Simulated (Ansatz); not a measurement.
Geometry optimisation, Ansatz 0.2.0, RKS PBE0/def2-SVP.

The input (input.yaml):

```yaml
crystal:
  periodic: [false, false, false]
  atoms:
    - { symbol: C, position_ang: [-0.72448, 0.27578, -0.68179] }
    - { symbol: C, position_ang: [0.04256, 0.03884, 0.30472] }
    - { symbol: S, position_ang: [0.91848, -0.17751, 1.63204] }
    - { symbol: H, position_ang: [-1.52995, -0.38726, -0.98303] }
    - { symbol: H, position_ang: [0.50132, -0.2499, -0.64094] }
    - { symbol: H, position_ang: [1.91398, -0.89746, 1.04882] }
total_charge: 1
basis:
  gaussian: { orbitals: def2-SVP }
hamiltonian:
  xc: pbe0
relax:
  f_tol: 0.02
  max_steps: 50
output:
  orbitals: {}
```

Command:

```bash
$ ansatz run input.yaml --threads 1 --pin off --max-ram 2048MiB --backend cpu --events-out ev --progress --plain --runs-dir out
```

Task: Where does it end, and by what steps?

Result: The forces met the threshold. Limits of this set-up: the dipole of an ion depends on the origin. After 18 steps the energy has fallen by 2.482 eV; H5 moved furthest, 1.28 Å. Parted: C2–H5.

```tsv
step	energy less start (eV)	largest force component (eV/Å)	accepted
0	0.0000	3.345	yes
1	-0.4063	1.445	yes
2	-0.6270	1.758	yes
3	-0.9011	1.097	yes
4	-1.0276	1.677	yes
5	-1.1205	1.488	yes
6	-1.5082	2.493	yes
7	-1.8145	1.676	yes
8	-2.1289	1.036	yes
9	-2.3118	1.026	yes
10	-2.4601	0.568	yes
11	-2.3608	0.622	no
12	-2.4729	0.482	yes
13	-2.4809	0.134	yes
14	-2.4816	0.068	yes
15	-2.4786	0.075	no
16	-2.4816	0.051	yes
17	-2.4815	0.039	no
18	-2.4819	0.006	yes
```

```xyz
6
Properties=species:S:1:pos:R:3
C -0.447 -0.052 -0.711
C 0.273 -0.081 0.358
S 1.114 0.032 1.715
H -1.490 -0.408 -0.696
H -0.028 0.316 -1.661
H 1.700 -1.205 1.675
```

Whether the end is a true minimum wasn't checked by a vibrational analysis.

The run took 28 s on 1 thread of Arm Neoverse V1, on a shared host, peak memory 0.11 GiB.
